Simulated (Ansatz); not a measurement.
**Anatase TiO2 (metastable phase)**

Level of theory: PBE in Ansatz (plane waves, PAW).

Settings: plane-wave cutoff 520 eV, 12×12×12 k mesh, Fermi–Dirac smearing 0.01 eV, no spin polarisation, scalar-relativistic PAW data made under PBE.

Cell (relaxed at this level):

```
CELL_PARAMETERS angstrom
     -1.89968     1.89968     4.84873
      1.89968    -1.89968     4.84873
      1.89968     1.89968    -4.84873
ATOMIC_POSITIONS crystal
  Ti 0.75000 0.25000 0.50000
  Ti 0.00000 0.00000 0.00000
  O  0.54347 0.04347 0.50000
  O  0.79347 0.79347 0.00000
  O  0.20653 0.20653 0.00000
  O  0.95653 0.45653 0.50000
```

- bulk modulus = 173 GPa
- band gap = 2.12 eV (indirect)
- smallest direct gap on the k points sampled = 2.43 eV
- direct gap at Γ = 2.54 eV
- pressure derivative B′ of the bulk modulus = 2.5

Note: the bulk modulus comes from volumes at which shape and atoms were relaxed.

Cost on a shared machine: very roughly 10 core-minutes.

Ansatz is a first-principles code.
